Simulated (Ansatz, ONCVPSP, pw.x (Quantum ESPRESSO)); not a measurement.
Equation-of-state test of one ONCV potential (silicon (Si))

- Element: Si (Z = 14)
- Generator: ONCVPSP 4.0.1.1 (patched build)
- Type: optimised norm-conserving Vanderbilt (ONCV)
- Functional: PBE
- Relativity: scalar-relativistic
- Frozen core: [Ne]
- Valence charge: 4
- Reference configuration: 3s2 3p2
- Partial waves: 3s: rc 1.80 bohr, ncon 3, nbas 6, qcut 3 1/bohr, local; 3p: rc 2.00 bohr, ncon 5, nbas 9, qcut 3.4 1/bohr, 1 projector; d scattering state at 0.02 Ha: rc 1.90 bohr, ncon 4, nbas 7, qcut 4.8 1/bohr, 3 projectors, debl 3.3 Ha
- Local potential: the s channel
- Core correction: Teter function, fcfact 2, rcfact 1.45

Crystal test: diamond Si in pw.x 7.5, no spin, 8³ k-points, Fermi–Dirac smearing 0.01 Ry, cutoffs 75/300 Ry. The reference is all-electron LAPW (Ansatz 0.2.0) with the same functional, mesh and smearing; V0 and B0 come from Birch–Murnaghan fits to the pressures at five volumes. Errors are pseudo minus all-electron; Δ is the rms difference of the E(V) curves that follow from these fits, minima aligned, over ±6 % about the mean V0. Mesh and smearing are coarse, so the numbers serve the comparison and aren't converged zero-temperature values; the lattice is a test structure that the element need not adopt.

All-electron: a0 = 5.469 Å (V0 = 20.45 Å³/atom), B0 = 88.5 GPa.

**Question.** How far does the potential miss the all-electron equation of state?

**Answer.** mean pressure error (GPa): -0.66; a0 (Å): 5.456; a0 error (%): -0.25; B0 error (%): +1.3; Δ (meV/atom): 2.9.

```json
{"V (Å³/atom)": "19.440", "P all-electron (GPa)": "5.01", "P pseudo (GPa)": "4.26"}
{"V (Å³/atom)": "19.951", "P all-electron (GPa)": "2.31", "P pseudo (GPa)": "1.61"}
{"V (Å³/atom)": "20.463", "P all-electron (GPa)": "-0.05", "P pseudo (GPa)": "-0.70"}
{"V (Å³/atom)": "20.975", "P all-electron (GPa)": "-2.12", "P pseudo (GPa)": "-2.73"}
{"V (Å³/atom)": "21.486", "P all-electron (GPa)": "-3.93", "P pseudo (GPa)": "-4.51"}
```

**Question.** At the middle volume, how do free energy and pressure move when the wave cutoff is lowered (ecutrho kept at four times it)?

**Answer.**

| cutoff (Ry) | shift of F (meV/atom) | shift of P (GPa) |
| --- | --- | --- |
| 34 | +46.7 | -0.04 |
| 45 | +25.8 | -0.57 |
| 60 | +2.3 | -0.05 |

The run at the middle volume (29 k-points, 7 iterations) took about 30 s on one core of a shared host (Neoverse-N1, 64 threads, 124 GiB, load 58).
